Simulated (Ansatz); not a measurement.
Results of r²SCAN+SOC (Ansatz, a quantum-chemistry and plane-wave program, plane waves, PAW) for bcc Ba.

Settings: plane-wave cutoff 560 eV, 16×16×16 k mesh, Fermi–Dirac smearing 0.05 eV, PAW data made under PBE.

Cell (relaxed at this level):

Space group Im-3m (No. 229); a = b = c = 5.070 Å, α = β = γ = 90.00°

```
atom  site  symmetry       x       y       z
----  ----  --------  ------  ------  ------
Ba      2a      m-3m  0.0000  0.0000  0.0000
```
(The calculation used a cell of 1 atom; values per cell refer to that cell.)

### Question
Estimate the bulk modulus B0 and pressure derivative B′ of the bulk modulus that the calculation returns.

### Answer

* **bulk modulus B0**: 8.41 GPa
* **pressure derivative B′ of the bulk modulus**: 2.5

The run finds no gap.

Measured, for comparison: bulk modulus 9.34 GPa (corrected for temperature and zero-point phonon effects, our sources range from 9.34 to 10.6; as tabulated in Levämäki et al. (2014), arXiv:1402.3671). Computed (rounded) less measured: bulk modulus -10 % (-10 % to -21 % over the range).

Computed values are for the static lattice.
